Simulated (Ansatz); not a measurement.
Relaxation of C₃H₄N₂O (10 atoms, charge 0, multiplicity 1), to a largest force component of 0.02 eV/Å in at most 50 steps.

The calculation used RKS PBE0/def2-SVP in Ansatz.

```xyz
10
Properties=species:S:1:pos:R:3
N -0.580 -1.759 -0.710
C -0.313 -0.526 -0.213
N -0.960 0.162 0.705
C -0.086 1.301 0.848
C 0.909 1.224 -0.025
O 0.823 0.074 -0.697
H 0.161 -2.235 -1.129
H -1.206 -2.256 -0.151
H -0.412 2.091 1.593
H 1.746 1.873 -0.218
```

Where does it end, and by what steps?

The run converged. After 8 steps the energy has fallen by 0.304 eV; N3 moved furthest, 0.09 Å.

```tsv
step	energy less start (eV)	largest force component (eV/Å)	accepted
0	0.0000	3.353	yes
1	-0.2213	1.241	yes
2	-0.2816	1.050	yes
3	-0.2969	0.491	yes
4	-0.3031	0.079	yes
5	-0.3036	0.034	yes
6	-0.3038	0.023	yes
7	-0.3039	0.023	yes
8	-0.3040	0.007	yes
```

```xyz
10
Properties=species:S:1:pos:R:3
N -0.599 -1.734 -0.727
C -0.253 -0.535 -0.182
N -0.880 0.135 0.734
C -0.139 1.296 0.854
C 0.911 1.259 0.000
O 0.839 0.067 -0.677
H 0.153 -2.281 -1.125
H -1.276 -2.256 -0.186
H -0.412 2.082 1.556
H 1.740 1.915 -0.244
```

Whether the end is a true minimum wasn't checked by a vibrational analysis.

Run time: 21 s on 2 threads of Arm Neoverse V2 (shared host), peak memory 0.23 GiB.
